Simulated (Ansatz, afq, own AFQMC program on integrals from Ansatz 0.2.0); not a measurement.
## NH⁻, doublet → NH, triplet

```yaml
atoms:
  - { symbol: N, position_ang: [0.0000, 0.0000, 0.0000] }
  - { symbol: H, position_ang: [0.0000, 0.0000, 1.0366] }
```

E(triplet, charge +0) − E(doublet, charge -1) at this geometry, on ROHF and UHF determinants.

Basis aug-cc-pVDZ. Only valence electrons are correlated. AFQMC by an in-house program on the Cholesky factors that Ansatz 0.2.0 writes for its CCSD(T) run. The CISD trial takes its coefficients from CCSD amplitudes. Released means that phaseless walkers are propagated on without the constraint, phases kept. Uncertainties: one standard error, sampling alone. The errors of all members are added in quadrature.

Full CI on the same integrals is exact in this basis and with this determinant's frozen core.

Errors are counted within aug-cc-pVDZ, not against nature.

Cautions: NH⁻ (doublet): a spin-contaminated unrestricted determinant lies lower (UHF 574 meV lower, ⟨S²⟩ 1.77).

```tsv
level	vertical detachment energy (eV)
CCSD	-0.054
HF	-1.607
```

Q: From these cheaper values, estimate the vertical detachment energy at the reference level in aug-cc-pVDZ.

A: 0.076 eV (full CI in aug-cc-pVDZ).

```tsv
level	vertical detachment energy (eV)	error against FCI (eV)
MP2	0.116	0.040
CCSD(T)	0.057	-0.019
CCSDT	0.065	-0.011
CCSDT(Q)	0.075	-0.001
CCSDTQ	0.076	0.000
ph-AFQMC/CISD	0.066 ± 0.004	-0.010 ± 0.004
released AFQMC	0.074 ± 0.004	-0.002 ± 0.004
```

Correlation beyond CCSD(T) adds 0.019 eV. The perturbative (T) step is worth +0.111 eV.

CCSDT and higher add their correlation energy to the determinant of the CCSD(T) run, since their own runs factorise the integrals more tightly (a shift of under 2 meV). A walk keeps the symmetry of its determinant, which the program's search chose and which needn't be the lowest solution, so a lower state of the same spin and another symmetry isn't excluded. Released energies are given only where the last usable release times agree within the noise; a slower fall can still hide under it.
